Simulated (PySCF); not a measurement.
**Gas-phase thermal properties of AlOCl**

Method: PySCF energies (xtb for GFN2) plus ideal-gas RRHO corrections (1 bar). The comparison is the NASA 1993 polynomial table, which mixes measured and estimated data. S°(298 K) at PBE0/def2-TZVP differs from the NASA 1993 table for AlOCl (+8 J/mol/K); whether the harmonic model or the table's entry is off was not settled. 6-31G* has spherical d functions here. All species are closed-shell singlets. B3LYP is the form with VWN-RPA correlation. The harmonic model lacks anharmonicity and excited electronic states, which grow with temperature; levels with a mode under 35 cm⁻¹ are left out. The table's entry may be an old estimate for AlOCl (not checked at source).

| level | point group | σ | ZPE (kJ/mol) | S°298 (J/mol/K) | Cp298 (J/mol/K) | S°1000 (J/mol/K) | H1000 − H298 (kJ/mol) |
|---|---|---|---|---|---|---|---|
| table | - | - | - | 248.9 | 50.1 | 317.5 | 40.5 |
| B3LYP/6-31G* | C∞v | 1 | 11.5 | 259.1 | 51.4 | 327.6 | 40.3 |
| GFN2-xTB | C∞v | 1 | 12.8 | 252.8 | 50.2 | 320.5 | 40.0 |
| HF/6-31G* | C∞v | 1 | 12.8 | 255.7 | 50.4 | 323.3 | 39.9 |
| PBE/def2-SVP | C∞v | 1 | 11.4 | 258.6 | 51.5 | 327.3 | 40.4 |
| PBE0/def2-TZVP | C∞v | 1 | 11.9 | 257.2 | 51.1 | 325.5 | 40.2 |
σ: rotational symmetry number. Electronic degeneracy used: 1. Frequencies are unscaled.
